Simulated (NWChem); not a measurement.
System: formaldehyde (CH2O); SMILES C=O

Excerpt of the output:

```
             Northwest Computational Chemistry Package (NWChem) 7.3.0
             --------------------------------------------------------

 C2V symmetry detected

                             Geometry "geometry" -> ""
                             -------------------------

 Output coordinates in angstroms (scale by  1.889725989 to convert to a.u.)

  No.       Tag          Charge          X              Y              Z
 ---- ---------------- ---------- -------------- -------------- --------------
    1 C                    6.0000     0.00000000     0.00000000     0.52760913
    2 O                    8.0000     0.00000000     0.00000000    -0.68053188
    3 H                    1.0000     0.00000000    -0.95290000     1.13930013
    4 H                    1.0000     0.00000000     0.95290000     1.13930013

 Effective nuclear repulsion energy (a.u.)      31.0317982401

      Symmetry information
      --------------------

 Group name             C2v
 Group number             16
 Group order               4
 No. of unique centers     3

                                Z-matrix (autoz)
                                --------

 Units are Angstrom for bonds and degrees for angles

      Type          Name      I     J     K     L     M      Value
      ----------- --------  ----- ----- ----- ----- ----- ----------
    1 Stretch                  1     2                       1.20814
    2 Stretch                  1     3                       1.13234
    3 Stretch                  1     4                       1.13234
    4 Bend                     2     1     3               122.69745
    5 Bend                     2     1     4               122.69745
    6 Bend                     3     1     4               114.60510
    7 Torsion                  2     1     3     4         180.00000
    8 Torsion                  2     1     4     3         180.00000
    9 Torsion                  3     1     2     4         180.00000
   10 Torsion                  2     4     1     3         180.00000
   11 Torsion                  3     2     1     4         180.00000
   12 Torsion                  2     3     1     4         180.00000

  xc_inp: hfexch multiplicative factor not found.

                           NWChem Geometry Optimization
                           ----------------------------

[...]

      ----------------------
      Optimization converged
      ----------------------

  Step       Energy      Delta E   Gmax     Grms     Xrms     Xmax
  ---- ---------------- -------- -------- -------- -------- --------
@    4    -112.35434712 -7.0D-09  0.00000  0.00000  0.00006  0.00010
                                     ok       ok       ok       ok

                                Z-matrix (autoz)
                                --------

 Units are Angstrom for bonds and degrees for angles

      Type          Name      I     J     K     L     M      Value     Gradient
      ----------- --------  ----- ----- ----- ----- ----- ---------- ----------
    1 Stretch                  1     2                       1.21672   -0.00000
    2 Stretch                  1     3                       1.10138   -0.00000
    3 Stretch                  1     4                       1.10138   -0.00000
    4 Bend                     2     1     3               122.73738    0.00000
    5 Bend                     2     1     4               122.73738    0.00000
    6 Bend                     3     1     4               114.52525   -0.00000
    7 Torsion                  2     1     3     4         180.00000    0.00000
    8 Torsion                  2     1     4     3         180.00000    0.00000
    9 Torsion                  3     1     2     4         180.00000    0.00000
   10 Torsion                  2     4     1     3         180.00000    0.00000
   11 Torsion                  3     2     1     4         180.00000    0.00000
   12 Torsion                  2     3     1     4         180.00000    0.00000

                         Geometry "geometry" -> "geometry"
                         ---------------------------------

[...]

 Rotational Constants
 --------------------
 A=   9.744449 cm-1  ( 14.019775 K)
 B=   1.269149 cm-1  (  1.825981 K)
 C=   1.122899 cm-1  (  1.615565 K)

 Temperature                      =   298.15K
 frequency scaling parameter      =   1.0000

 Zero-Point correction to Energy  =   19.559 kcal/mol  (  0.031169 au)
 Thermal correction to Energy     =   21.349 kcal/mol  (  0.034022 au)
 Thermal correction to Enthalpy   =   21.941 kcal/mol  (  0.034966 au)

 Total Entropy                    =   52.185 cal/mol-K
   - Translational                =   36.114 cal/mol-K (mol. weight =  30.0106)
   - Rotational                   =   16.019 cal/mol-K (symmetry #  =        2)
   - Vibrational                  =    0.053 cal/mol-K

 Cv (constant volume heat capacity) =    6.261 cal/mol-K
   - Translational                  =    2.979 cal/mol-K
   - Rotational                     =    2.979 cal/mol-K
   - Vibrational                    =    0.302 cal/mol-K

[normal modes left out]

 ----------------------------------------------------------------------------
 Normal Eigenvalue ||           Projected Infra Red Intensities
  Mode   [cm**-1]  || [atomic units] [(debye/angs)**2] [(KM/mol)] [arbitrary]
 ------ ---------- || -------------- ----------------- ---------- -----------
    1       -0.000 ||    0.002958           0.068         2.884       4.108
    2       -0.000 ||    0.003302           0.076         3.219       4.585
    3        0.000 ||    0.003509           0.081         3.421       4.873
    4        0.000 ||    0.000896           0.021         0.874       1.245
    5        0.000 ||    0.003840           0.089         3.744       5.333
    6        0.000 ||    0.000021           0.000         0.021       0.030
    7     1278.836 ||    0.006314           0.146         6.155       8.768
    8     1397.618 ||    0.030347           0.700        29.584      42.142
    9     1767.301 ||    0.004266           0.098         4.158       5.924
   10     2099.861 ||    0.008684           0.200         8.466      12.059
   11     3498.810 ||    0.001869           0.043         1.822       2.595
   12     3645.751 ||    0.020406           0.471        19.893      28.338
 ----------------------------------------------------------------------------
```

Level: Hartree-Fock/STO-3G. 

Question: Reconstruct the input file.

Answer: One answer among several that fit: the input that was run:
```
start job
memory heap 200 mb stack 900 mb global 1100 mb
geometry units angstroms
  C      0.000000     0.000000     0.518354
  O      0.000000     0.000000    -0.689787
  H      0.000000    -0.952900     1.130045
  H      0.000000     0.952900     1.130045
end
basis spherical
  C library sto-3g
  O library sto-3g
  H library sto-3g
end
dft
  xc hfexch
  iterations 150
end
driver
  maxiter 120
end
task dft optimize
task dft freq
```
